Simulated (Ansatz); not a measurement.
We consider fcc Pd, described by PBEsol (Ansatz, a quantum-chemistry and plane-wave program, plane waves, PAW).

A relaxed, unreconstructed slab of the (210) face has 20 atoms, two equal faces of 16.813 Å² each and an energy of -138128.6785 eV. A bulk cell of 10 atoms with the same orientation and in-plane k mesh has -69066.5139 eV. Energies are extrapolated to zero smearing.

Settings: plane-wave cutoff 500 eV, 16×16×1 k mesh (along the axes of the cell as run), Fermi–Dirac smearing 0.1 eV, scalar-relativistic PAW data made under PBE.

Worked out: γ = (E_slab − N E_bulk per atom)/2A = [-138128.6785 − 20 × (-69066.5139/10)]/(2 × 16.813) = 0.1293 eV/Å². With 16.022 J/m² per eV/Å² this is 2.07 J/m², or 2.17 eV per surface cell and face.
